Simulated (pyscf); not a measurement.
**Substitution at C: formic acid (O=CH–OH) + H₃C–OH₂⁺ -> H₃C–OH⁺–CH=O + water (H₂O)**

Gas phase, singlet surface, charge 1. Bonds broken: C6–O7. Bonds formed: O1–C6. Optimised with ωB97X-D3(BJ)/def2-SVP in PySCF.

Transition state (Å):

```xyz
12

O     -1.5193    -0.7422    -0.3547
C     -1.6620    -1.9793     0.2908
O     -2.2887    -2.8508    -0.1919
H     -1.9970    -0.7603    -1.2080
H     -1.1189    -1.9656     1.2554
C     -0.4532     0.7695     0.0963
O      0.6596     2.4266     0.5042
H      0.2155     0.6038    -0.7463
H     -0.2067     0.3638     1.0759
H     -1.3029     1.4411    -0.0110
H      0.3732     3.0594     1.1802
H      1.6248     2.3703     0.5725
```

One imaginary mode, 464i cm⁻¹; descent along it reached the two sides named, in the forms told below.

```
bond   change  reactant side (Å)  saddle  product side
-----  ------  -----------------  ------  ------------
C6–O7  breaks              1.510   2.037           2.6
O1–C6   forms                2.8   1.904         1.504
```

Electronic energies relative to the separated reactants (kJ/mol):

| level | barrier | reaction energy | reverse barrier |
|---|---|---|---|
| ωB97X-D3(BJ)/def2-TZVP | 48.8 | +55.5 | -6.7 |
| PBE/def2-TZVP | 34.8 | +54.2 | -19.5 |
| r²SCAN/def2-TZVP | 36.5 | +56.0 | -19.5 |
| B3LYP-D3(BJ)/def2-TZVP | 34.7 | +52.4 | -17.7 |
| PBE0-D3(BJ)/def2-TZVP | 48.5 | +59.7 | -11.2 |
| M06-2X/def2-TZVP | 55.2 | +56.7 | -1.5 |
| ωB97M-D3(BJ)/def2-TZVP | 44.4 | +54.8 | -10.4 |
| HF/def2-TZVP | 67.1 | +69.9 | -2.7 |

With ωB97M-D3(BJ)/def2-TZVP energies and thermal terms (ideal gas, 1 atm, RRHO with modes under 100 cm⁻¹ raised to 100, one conformer, R ln 2 for chiral ones without a mode under 150 cm⁻¹), in kJ/mol:

```
T (K)   ΔH‡    ΔG‡     ΔH     ΔG
-----  ----  -----  -----  -----
298    40.1   79.5  +47.6  +48.2
600    45.6  117.2  +51.2  +47.2
900    49.9  152.0  +52.8  +44.8
1200   53.3  185.5  +53.7  +41.9
```

On the product side the descent ends in a bound adduct, 47.7 kJ/mol under the separated species and 40.9 kJ/mol under the saddle at ωB97X-D3(BJ)/def2-TZVP. At ωB97X-D3(BJ)/def2-TZVP, PBE, r²SCAN, B3LYP-D3(BJ), PBE0-D3(BJ), M06-2X, ωB97M-D3(BJ)/def2-TZVP, HF the saddle lies under the separated products, which points to a path from their complex (located at ωB97X-D3(BJ) alone), and parting the products costs more than the saddle. H₃C–OH⁺–CH=O lies 94.0 kJ/mol over its isomer H₃C–O–CH=OH⁺ (electronic energy, ωB97M-D3(BJ)/def2-TZVP). This is the saddle that the search found; another between the same sides may lie lower. The angle at the attacked C is 177°.
